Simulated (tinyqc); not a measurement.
Inside a calculation. Method: UKS/B3LYP (VWN-RPA form) in the sto-6g basis, for LiH+, spin multiplicity 2. One step of it, computed by the program tinyqc.

Task: Iteration 2: building the Kohn-Sham matrix. J_ij = sum D_kl (ij|kl) with D = D(alpha) + D(beta), K_ij = sum D_kl (ik|jl) for each spin; F = H + J - 0.2 K(s) + V_xc; E = tr D H + tr D J / 2 - 0.1 sum_s tr D(s) K(s) + E_xc + E_nn.

D(alpha) after iteration 1, order 1Li 1s, 1Li 2s, 1Li 2px, 1Li 2py, 1Li 2pz, 2H 1s:
```
[[1.015988, -0.058366, 0.000000, 0.000000, -0.040810, -0.054015],
 [-0.058366, 0.190941, 0.000000, 0.000000, 0.177082, 0.218475],
 [0.000000, 0.000000, 0.000000, 0.000000, 0.000000, 0.000000],
 [0.000000, 0.000000, 0.000000, 0.000000, 0.000000, 0.000000],
 [-0.040810, 0.177082, 0.000000, 0.000000, 0.165275, 0.206990],
 [-0.054015, 0.218475, 0.000000, 0.000000, 0.206990, 0.377665]]
```

D(beta) after iteration 1, order 1Li 1s, 1Li 2s, 1Li 2px, 1Li 2py, 1Li 2pz, 2H 1s:
```
[[1.005321, -0.013992, 0.000000, 0.000000, 0.000181, 0.003034],
 [-0.013992, 0.001226, 0.000000, 0.000000, 0.000028, -0.000208],
 [0.000000, 0.000000, 0.000000, 0.000000, 0.000000, 0.000000],
 [0.000000, 0.000000, 0.000000, 0.000000, 0.000000, 0.000000],
 [0.000181, 0.000028, 0.000000, 0.000000, 0.000001, -0.000004],
 [0.003034, -0.000208, 0.000000, 0.000000, -0.000004, 0.000036]]
```

core Hamiltonian H = T + V (hartree), order 1Li 1s, 1Li 2s, 1Li 2px, 1Li 2py, 1Li 2pz, 2H 1s:
```
[[-4.699075, -0.997707, 0.000000, 0.000000, -0.009623, -0.092990],
 [-0.997707, -1.331304, 0.000000, 0.000000, -0.091698, -0.419507],
 [0.000000, 0.000000, -1.094488, 0.000000, 0.000000, 0.000000],
 [0.000000, 0.000000, 0.000000, -1.094488, 0.000000, 0.000000],
 [-0.009623, -0.091698, 0.000000, 0.000000, -1.164335, -0.568238],
 [-0.092990, -0.419507, 0.000000, 0.000000, -0.568238, -1.216851]]
```

Two-electron integrals (ij|kl) in chemists' order, unique and non-zero (hartree):
```
(11|11) 1.681247   (21|11) 0.242603   (21|21) 0.044507   (22|11) 0.397190
(22|21) 0.090279   (22|22) 0.290625   (31|31) 0.009437   (32|31) 0.014261
(32|32) 0.064236   (33|11) 0.397190   (33|21) 0.090279   (33|22) 0.290625
(33|33) 0.313125   (41|41) 0.009437   (42|41) 0.014261   (42|42) 0.064236
(43|43) 0.016875   (44|11) 0.397190   (44|21) 0.090279   (44|22) 0.290625
(44|33) 0.279374   (44|44) 0.313125   (51|51) 0.009437   (52|51) 0.014261
(52|52) 0.064236   (53|53) 0.016875   (54|54) 0.016875   (55|11) 0.397190
(55|21) 0.090279   (55|22) 0.290625   (55|33) 0.279374   (55|44) 0.279374
(55|55) 0.313125   (61|11) 0.021657   (61|21) 0.003916   (61|22) 0.008126
(61|33) 0.008008   (61|44) 0.008008   (61|51) 0.000528   (61|52) 0.001109
(61|55) 0.008362   (61|61) 0.000383   (62|11) 0.084057   (62|21) 0.019532
(62|22) 0.070900   (62|33) 0.066864   (62|44) 0.066864   (62|51) 0.003177
(62|52) 0.021972   (62|55) 0.078972   (62|61) 0.002126   (62|62) 0.033617
(63|31) 0.001262   (63|32) 0.006633   (63|53) 0.002924   (63|63) 0.001802
(64|41) 0.001262   (64|42) 0.006633   (64|54) 0.002924   (64|64) 0.001802
(65|11) 0.112805   (65|21) 0.026394   (65|22) 0.098415   (65|33) 0.091657
(65|44) 0.091657   (65|51) 0.004945   (65|52) 0.034143   (65|55) 0.111930
(65|61) 0.002961   (65|62) 0.050468   (65|65) 0.076321   (66|11) 0.248572
(66|21) 0.058548   (66|22) 0.233732   (66|33) 0.214068   (66|44) 0.214068
(66|51) 0.009521   (66|52) 0.084955   (66|55) 0.273062   (66|61) 0.006561
(66|62) 0.146192   (66|65) 0.225787   (66|66) 0.774999
```

nuclear repulsion = 0.74602050 hartree

V_xc(alpha) (hartree), order 1Li 1s, 1Li 2s, 1Li 2px, 1Li 2py, 1Li 2pz, 2H 1s:
```
[[-0.889857, -0.102168, 0.000000, 0.000000, -0.001520, -0.009742],
 [-0.102168, -0.128594, 0.000000, 0.000000, -0.039637, -0.062893],
 [0.000000, 0.000000, -0.119353, 0.000000, 0.000000, 0.000000],
 [0.000000, 0.000000, 0.000000, -0.119353, 0.000000, 0.000000],
 [-0.001520, -0.039637, 0.000000, 0.000000, -0.147082, -0.095011],
 [-0.009742, -0.062893, 0.000000, 0.000000, -0.095011, -0.332571]]
```

V_xc(beta) (hartree), order 1Li 1s, 1Li 2s, 1Li 2px, 1Li 2py, 1Li 2pz, 2H 1s:
```
[[-0.887594, -0.103508, 0.000000, 0.000000, -0.001026, -0.009607],
 [-0.103508, -0.118589, 0.000000, 0.000000, -0.018744, -0.033235],
 [0.000000, 0.000000, -0.116085, 0.000000, 0.000000, 0.000000],
 [0.000000, 0.000000, 0.000000, -0.116085, 0.000000, 0.000000],
 [-0.001026, -0.018744, 0.000000, 0.000000, -0.123354, -0.046518],
 [-0.009607, -0.033235, 0.000000, 0.000000, -0.046518, -0.130295]]
```

E_xc = sum of w rho eps_xc = -1.59541527 hartree

Give: Coulomb J; exchange K(alpha); exchange K(beta); F(alpha); F(beta); total energy of this density.

Result:

Coulomb J (hartree), order 1Li 1s, 1Li 2s, 1Li 2px, 1Li 2py, 1Li 2pz, 2H 1s:
```
[[3.6803, 0.5574, 0.0000, 0.0000, 0.0113, 0.0511],
 [0.5574, 1.0528, 0.0000, 0.0000, 0.0773, 0.2918],
 [0.0000, 0.0000, 1.0390, 0.0000, 0.0000, 0.0000],
 [0.0000, 0.0000, 0.0000, 1.0390, 0.0000, 0.0000],
 [0.0113, 0.0773, 0.0000, 0.0000, 1.0805, 0.4119],
 [0.0511, 0.2918, 0.0000, 0.0000, 0.4119, 1.0627]]
```

exchange K(alpha) (hartree), order 1Li 1s, 1Li 2s, 1Li 2px, 1Li 2py, 1Li 2pz, 2H 1s:
```
[[1.6896, 0.2433, 0.0000, 0.0000, 0.0057, 0.0269],
 [0.2433, 0.1515, 0.0000, 0.0000, 0.1258, 0.1801],
 [0.0000, 0.0000, 0.0276, 0.0000, 0.0000, 0.0000],
 [0.0000, 0.0000, 0.0000, 0.0276, 0.0000, 0.0000],
 [0.0057, 0.1258, 0.0000, 0.0000, 0.1615, 0.2290],
 [0.0269, 0.1801, 0.0000, 0.0000, 0.2290, 0.4861]]
```

exchange K(beta) (hartree), order 1Li 1s, 1Li 2s, 1Li 2px, 1Li 2py, 1Li 2pz, 2H 1s:
```
[[1.6836, 0.2381, 0.0000, 0.0000, 0.0004, 0.0213],
 [0.2381, 0.0427, 0.0000, 0.0000, 0.0001, 0.0038],
 [0.0000, 0.0000, 0.0092, 0.0000, 0.0000, 0.0000],
 [0.0000, 0.0000, 0.0000, 0.0092, 0.0000, 0.0000],
 [0.0004, 0.0001, 0.0000, 0.0000, 0.0092, 0.0005],
 [0.0213, 0.0038, 0.0000, 0.0000, 0.0005, 0.0004]]
```

F(alpha) (hartree), order 1Li 1s, 1Li 2s, 1Li 2px, 1Li 2py, 1Li 2pz, 2H 1s:
```
[[-2.2466, -0.5912, 0.0000, 0.0000, -0.0010, -0.0570],
 [-0.5912, -0.4374, 0.0000, 0.0000, -0.0792, -0.2266],
 [0.0000, 0.0000, -0.1804, 0.0000, 0.0000, 0.0000],
 [0.0000, 0.0000, 0.0000, -0.1804, 0.0000, 0.0000],
 [-0.0010, -0.0792, 0.0000, 0.0000, -0.2632, -0.2971],
 [-0.0570, -0.2266, 0.0000, 0.0000, -0.2971, -0.5840]]
```

F(beta) (hartree), order 1Li 1s, 1Li 2s, 1Li 2px, 1Li 2py, 1Li 2pz, 2H 1s:
```
[[-2.2431, -0.5915, 0.0000, 0.0000, 0.0005, -0.0558],
 [-0.5915, -0.4056, 0.0000, 0.0000, -0.0332, -0.1616],
 [0.0000, 0.0000, -0.1734, 0.0000, 0.0000, 0.0000],
 [0.0000, 0.0000, 0.0000, -0.1734, 0.0000, 0.0000],
 [0.0005, -0.0332, 0.0000, 0.0000, -0.2091, -0.2030],
 [-0.0558, -0.1616, 0.0000, 0.0000, -0.2030, -0.2846]]
```

total energy of this density = -7.704713 hartree

This density is a damped mixture and is not idempotent.
